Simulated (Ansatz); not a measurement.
Species: ethylene, C2H4, charge 0, multiplicity 1. SMILES: C=C
Geometry from a B3LYP-D3(BJ)/def2-TZVP (Ansatz, an electronic-structure program) optimisation:
```xyz
6

C     -0.0012    -0.0058     0.6623
C      0.0012     0.0058    -0.6623
H      0.0167     0.9104     1.2401
H     -0.0212    -0.9321     1.2238
H      0.0212     0.9321    -1.2238
H     -0.0167    -0.9104    -1.2401
```
Charge 0, spin multiplicity 1.

Wanted: enthalpy of formation at 298 K, in kcal/mol. Set-up: UHF or UKS for open shells; LANL2DZ all-electron up to Ne; 6-311+G** with 5d; spin-orbit terms left out; 6-31G* and kin with 6d, 5d where marked; frozen cores in correlated levels; non-relativistic. Basis-set limits of correlation are two-point, X^-3; Hartree-Fock from the larger set. Ab initio and DFT rows: single points at B3LYP-D3(BJ) geometries (Ansatz), with unscaled harmonic terms from B3LYP/6-31G* at its own minima, enthalpies of formation by atomisation with measured atoms.

Measured values: Active Thermochemical Tables 1.112 (ions: stationary electron), as tabulated in the package chemicals; they hold spin-orbit and core effects, anharmonicity. 

Value to compare with, the measured value: 12.6 kcal/mol.

```
level                         program  enthalpy of formation at 298 K (kcal/mol)  error
----------------------------  -------  -----------------------------------------  -----
HF/STO-3G                      Ansatz                                       68.1   55.5
HF/3-21G                       Ansatz                                      166.4  153.8
HF/LANL2DZ                     Ansatz                                      168.8  156.2
HF/6-31G*                      Ansatz                                      151.9  139.3
HF/6-311+G**                   Ansatz                                      151.4  138.8
CCSD(T)/CBS(cc-pVTZ,cc-pVQZ)   Ansatz                                       14.5    1.9
```

Among the 5 habitual levels, HF/LANL2DZ lies farthest from the measured value (156.2 kcal/mol) and HF/STO-3G nearest (55.5); 5 of 5 lie above it, and their mean absolute error is 128.7 kcal/mol, the median 139.3. One case shows no general order.

The sets are all those run for this method; runs whose electronic state is in doubt are left out.
